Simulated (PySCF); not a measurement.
# A diatomic session: NaS

Aim: find the lowest electronic state of NaS, scan its bond at several levels of theory, and get bond length, wavenumber and dissociation energy from each curve.

The runs use PySCF 2.14.0; Na jorge-DZP-DKH, S jorge-DZP-DKH, spin-free X2C with a Gaussian nucleus.

### Step 1. The job

A driver script around PySCF takes these settings:

```json
{
  "atoms": "Na, S",
  "charge": "0",
  "basis": "Na jorge-DZP-DKH, S jorge-DZP-DKH",
  "Hamiltonian": "spin-free X2C with a Gaussian nucleus",
  "basis functions": "48",
  "electrons treated": "27",
  "masses in u": "22.9898, 31.9721",
  "levels": "PBE0, PBE, r²SCAN, PW91, M06-L, B3LYP, HSE06, HF, MP2, SCS-MP2, CCSD, CCSD(T)",
  "grid": "80 radial by 434 angular points",
  "occupations": "held fixed by the projection of orbital angular momentum",
  "dissociation limit": "Na + S, each in its ground configuration",
  "starting distance in angstrom": "2.560",
  "values of 2S to try": "1, 3"
}
```

Started as:

```console
$ OMP_NUM_THREADS=1 python dia.py task.json out
```

The runs that follow: PBE0 along the bond; Other states along the same grid; PBE; r²SCAN (meta-GGA); PW91 (GGA); M06-L (meta-GGA); B3LYP (global hybrid GGA); HSE06 (range-separated hybrid); UHF (mean field); Correlated methods on the Hartree–Fock reference.

What does the calculation give? Wanted: for each run, Re; ωe; De; μ.

The runs gave:

Lowest PBE0 solution found, without spin–orbit coupling: ²Π (doublet), unpaired electrons π ↑. State 2 has its PBE0 minimum 0.59 eV higher. The other levels ran on the lowest alone.

```
      level  Re (Å)  ωe (cm⁻¹)  De (eV)  μ (D)
        UHF   2.524        330     1.41  -9.26
    UHF-MP2   2.511        333     2.16    n/a
UHF-SCS-MP2   2.514        332     2.14    n/a
   UHF-CCSD   2.513        332     2.10    n/a
UHF-CCSD(T)   2.515        330     2.14    n/a
        PBE   2.510        321     2.58  -7.74
       PW91   2.509        320     2.64  -7.73
     r²SCAN   2.509        327     2.62  -8.53
      M06-L   2.516        321      n/a  -9.10
      B3LYP   2.502        327     2.50  -8.03
       PBE0   2.498        331     2.49  -8.35
      HSE06   2.499        329     2.49  -8.31
```

De is counted to Na + S in their ground configurations. A positive dipole means Na(−)S(+).

Differences from CCSD(T) in the same basis:

```
      level  Re (mÅ)  ωe (%)
        UHF      +10    -0.1
    UHF-MP2       -3    +0.9
UHF-SCS-MP2       -1    +0.5
   UHF-CCSD       -1    +0.5
        PBE       -5    -3.0
       PW91       -6    -3.0
     r²SCAN       -6    -1.1
      M06-L       +1    -2.9
      B3LYP      -13    -0.9
       PBE0      -17     0.0
      HSE06      -15    -0.4
```

**Reading.** Judged by CCSD(T) in the same basis: best bond length UHF-SCS-MP2 and UHF-CCSD and M06-L (1 mÅ off), worst PBE0 (-17 mÅ); best wavenumber PBE0 (0.0 %), worst PBE and PW91 (-3.0 %). CCSD(T) in a basis this small is itself some way from its limit, more so than the functionals. Among the levels with a De in the table, it runs from 1.41 eV (UHF) to 2.64 eV (PW91).

Correlated steps freeze 6 core orbitals.
